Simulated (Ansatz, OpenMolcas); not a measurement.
How basis sets differ on SiH3F (SMILES F[SiH3])

The species is SiH3F (5 atoms), meant as a singlet with charge 0. SMILES: `F[SiH3]`. Geometry: relaxed at PBE0-D4/def2-TZVP.

Each level gives the HOMO–LUMO gap (eV). The values are calculated.

```
                             level           kind     program  value (eV)
                      B3LYP/STO-3G  global hybrid  OpenMolcas       12.67
                       B3LYP/6-31G  global hybrid      Ansatz        9.48
B3LYP/6-31G* (spherical functions)  global hybrid      Ansatz        9.50
B3LYP/6-31G* (Cartesian functions)  global hybrid      Ansatz        9.45
                  B3LYP/def2-TZVPP  global hybrid      Ansatz        9.19
```

The values span 9.19 to 12.67 eV. Orbital gaps aren't excitation energies.
